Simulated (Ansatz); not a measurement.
Relaxation of C$_{2}$H$_{3}$NO$_{2}$ (8 atoms, charge 0, multiplicity 1), to a largest force component of 0.015 eV/Å in at most 40 steps.

The calculation used Ansatz 0.2.0, RKS B3LYP-D4/def2-SVP.

```xyz
8
Properties=species:S:1:pos:R:3
N -0.501 1.885 -0.182
C -0.184 0.712 -0.154
O -0.270 -0.215 0.796
C 0.195 -1.198 -0.144
O 0.341 -0.093 -1.070
H -0.954 2.173 0.718
H -0.457 -1.968 -0.451
H 1.200 -1.555 0.161
```

Where does it end, and by what steps?

It converged. After 5 steps the energy has fallen by 0.334 eV; O3 moved furthest, 0.11 Å.

```json
{"step": "0", "energy less start (eV)": "0.0000", "largest force component (eV/Å)": "3.158", "accepted": "yes"}
{"step": "1", "energy less start (eV)": "-0.2925", "largest force component (eV/Å)": "0.997", "accepted": "yes"}
{"step": "2", "energy less start (eV)": "-0.3278", "largest force component (eV/Å)": "0.549", "accepted": "yes"}
{"step": "3", "energy less start (eV)": "-0.3329", "largest force component (eV/Å)": "0.167", "accepted": "yes"}
{"step": "4", "energy less start (eV)": "-0.3340", "largest force component (eV/Å)": "0.060", "accepted": "yes"}
{"step": "5", "energy less start (eV)": "-0.3345", "largest force component (eV/Å)": "0.006", "accepted": "yes"}
```

```xyz
8
Properties=species:S:1:pos:R:3
N -0.508 1.908 -0.176
C -0.227 0.698 -0.129
O -0.333 -0.295 0.824
C 0.242 -1.172 -0.146
O 0.327 -0.108 -1.090
H -0.913 2.249 0.695
H -0.445 -1.975 -0.460
H 1.228 -1.562 0.156
```

Time of the run: 18 s on 1 thread of Arm Neoverse V2 (shared host), peak memory 0.16 GiB.
